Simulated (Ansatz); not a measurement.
Born–Oppenheimer molecular dynamics of AlH6OP (9 atoms, charge 0, multiplicity 1). It starts at the highest image of a converged band, a first-order saddle point between two minima.

The calculation used RKS PBE0-D4/def2-SVP in Ansatz 0.2.0.

* ensemble: NVE (velocity Verlet)
* time step: 0.5 fs
* steps asked: 200
* starting velocities drawn for: 100 K
* seed: 10507

First frame:

```xyz
9
Properties=species:S:1:pos:R:3
Al 0.369 0.338 0.251
O -0.327 -0.182 1.884
H -1.200 -0.585 1.976
H 1.915 0.036 0.099
H -0.695 0.220 -0.923
P 0.067 2.691 1.433
H 1.458 2.668 1.122
H -0.404 2.819 0.091
H -0.313 1.106 1.925
```

How far do the bonds stretch over the last three quarters of this one trajectory? (Pairs bonded in most of those frames.)


| bond | mean (Å) | spread (Å) | shortest | longest |
| --- | --- | --- | --- | --- |
| Al1–O2 | 1.717 | 0.016 | 1.69 | 1.76 |
| Al1–H4 | 1.588 | 0.022 | 1.55 | 1.62 |
| Al1–H5 | 1.593 | 0.009 | 1.58 | 1.61 |
| O2–H3 | 0.960 | 0.010 | 0.94 | 0.98 |
| P6–H7 | 1.432 | 0.010 | 1.42 | 1.45 |
| P6–H8 | 1.441 | 0.019 | 1.41 | 1.47 |
| P6–H9 | 1.440 | 0.045 | 1.37 | 1.50 |

Mean temperature of the second half: 666 K. The conserved energy stayed within 0.057 meV per atom of its start (net change -0.034 meV per atom), so the integration is sound. The kinetic energy rose, since the run started high on the potential surface and went downhill. It ends in pieces (AlH3O + H3P), so much of that is their flight and rotation, not heat. A run of 0.1 ps of so small a system gives no equilibrium averages. The orbitals stay closed-shell, which can raise the energy where a bond breaks towards radicals; this wasn't checked here.

The run took 8.9 min on 1 thread of Intel(R) Xeon(R) Platinum 8259CL CPU @ 2.50GHz (Skylake/Cascade Lake) (shared host), peak memory 0.17 GiB.
